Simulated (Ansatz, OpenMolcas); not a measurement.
# How basis sets differ on LiH (SMILES [LiH])

LiH: 2 atoms, total charge 0, spin state singlet. SMILES: `[LiH]`. Geometry: the measured bond length.

```xyz
2

Li    0.0000    0.0000    0.0000
H     0.0000    0.0000    1.5957
```

Each level gives the energy change with the Li1–H2 bond stretched from 1.596 to 2.393 Å (eV). The values are calculated.

| level | kind | program | value (eV) | CPU time (all runs) |
| --- | --- | --- | --- | --- |
| SVWN5/3-21G (restricted) | LDA | Ansatz | 0.78 | 0.56 s |
| SVWN5/def2-SVP (restricted) | LDA | OpenMolcas | 0.86 | 5.2 s |
| SVWN5/6-31G** (spherical functions) (restricted) | LDA | OpenMolcas | 0.81 | 5.1 s |
| SVWN5/cc-pVTZ (restricted) | LDA | Ansatz | 0.85 | 1.1 s |

The first shape isn't each level's own minimum. The values span 0.78 to 0.86 eV. Times are those of the runs behind each value, whatever else they computed, on shared processors of several kinds: orders of magnitude only.
